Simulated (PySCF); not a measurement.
CH2S, SMILES C=S, point group C2v.

Force field and properties: B3LYP/pcSseg-2 (PySCF, grid level 2). Vibrational terms come from second-order perturbation theory with semi-diagonal cubic constants, by steps of ±0.6 along the normal coordinates of each isotopologue. The parent has the commonest isotopes.

Equilibrium geometry (Å):

```tsv
atom	x	y	z
C1	-0.0976	0.0113	0.1815
S2	1.4494	-0.0827	-0.2448
H3	-0.6590	0.9407	0.1249
H4	-0.6519	-0.8503	0.5456
```

Species: ¹³C at 1, ²H at 3. Output of the displacement run:

```
mode    cm-1    km/mol   phi_rrr   E(+)/cm-1  E(-)/cm-1
  1    816.64     1.82     -52.3     145.84     149.59
  2    919.44    33.87      -0.5     167.38     167.40
  3   1056.04    12.01     265.7     199.95     180.83
  4   1353.66     5.38      98.4     247.87     240.75
  5   2263.62    14.13   -1247.4     365.81     455.39
  6   3093.57    17.85   -2003.0     490.98     634.66
```

For the shielding of H4 (σe = 19.76 ppm):

```json
{"mode": "1", "ω (cm⁻¹)": "817", "Σr φrrs (cm⁻¹)": "-71", "∂σ/∂q": "0.477", "∂²σ/∂q²": "-0.345"}
{"mode": "2", "ω (cm⁻¹)": "919", "Σr φrrs (cm⁻¹)": "-1", "∂σ/∂q": "0.000", "∂²σ/∂q²": "-0.310"}
{"mode": "3", "ω (cm⁻¹)": "1056", "Σr φrrs (cm⁻¹)": "394", "∂σ/∂q": "0.625", "∂²σ/∂q²": "-0.191"}
{"mode": "4", "ω (cm⁻¹)": "1354", "Σr φrrs (cm⁻¹)": "86", "∂σ/∂q": "0.197", "∂²σ/∂q²": "-1.022"}
{"mode": "5", "ω (cm⁻¹)": "2264", "Σr φrrs (cm⁻¹)": "-855", "∂σ/∂q": "-0.005", "∂²σ/∂q²": "0.000"}
{"mode": "6", "ω (cm⁻¹)": "3094", "Σr φrrs (cm⁻¹)": "-928", "∂σ/∂q": "-0.804", "∂²σ/∂q²": "0.027"}
```

**Question.** Work out the zero-point average of this shielding.

**Answer.** With ⟨qs⟩ = −Σr φrrs/(4ωs) and ⟨qs²⟩ = 1/2: the mean displacements are 0.022, 0.000, -0.093, -0.016, 0.094, 0.075. The anharmonic term Σ (∂σ/∂q)⟨q⟩ is -0.11 ppm, the harmonic term ¼ Σ ∂²σ/∂q² is -0.46 ppm, so ⟨σ⟩ = 19.19 ppm.
